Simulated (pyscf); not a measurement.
PySCF, gas phase, ωB97X-D3(BJ)/def2-SVP geometries.

Problem. HO–W(F)(F)(F)(F)–F + H₂ → F–WH(F)(F)(F)–F + H₂O
Surface: singlet. Broken: O–W, H–H. Formed: H–W, H–O. Give ΔE‡ and ΔE from ωB97M-D3(BJ)/def2-TZVP, relative to the separated reactants.

Solution. ΔE‡ = 42.4 kcal/mol, ΔE = +31.4 kcal/mol. Zero-point energy shifts the barrier by +4.9 kcal/mol. It is a four-centre exchange, with an imaginary mode of 1216i cm⁻¹. On the product side the descent ends in an adduct with a O–W contact, 16.3 kcal/mol under the separated species and 25.9 kcal/mol under the saddle at ωB97X-D3(BJ)/def2-TZVP. What is counted as broken (O–W) persists as a longer contact in the product adduct; parting that adduct is a step of its own. This is the saddle that the search found; another between the same sides may lie lower. Elements past Kr carry the def2 core potentials, without spin-orbit coupling.
